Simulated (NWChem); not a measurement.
Molecule: C$_{4}$H$_{8}$; SMILES C1CCC1

```xyz
12

C      0.7603     0.7603     0.1275
C      0.7603    -0.7603    -0.1275
C     -0.7603    -0.7603     0.1275
C     -0.7603     0.7603    -0.1275
H      0.9933     0.9933     1.1785
H      1.3936     1.3936    -0.5126
H      0.9933    -0.9933    -1.1785
H      1.3936    -1.3936     0.5126
H     -1.3936    -1.3936    -0.5126
H     -0.9933    -0.9933     1.1785
H     -0.9933     0.9933    -1.1785
H     -1.3936     1.3936     0.5126
```
Atoms are numbered in this order, from 1.

Structure relaxed at the PBE0/def2-SVP level.

Problem. Give the principal values of the shielding tensors (ppm) of C1 from B3LYP/6-31G* (spherical d), GIAO (NWChem), with their diamagnetic and paramagnetic parts as GIAO splits them.

Solution. 
| atom | σ11 | σ22 | σ33 | isotropic | diamagnetic | paramagnetic |
|---|---|---|---|---|---|---|
| C1 | 150.3 | 168.0 | 178.2 | 165.5 | 246.0 | -80.5 |
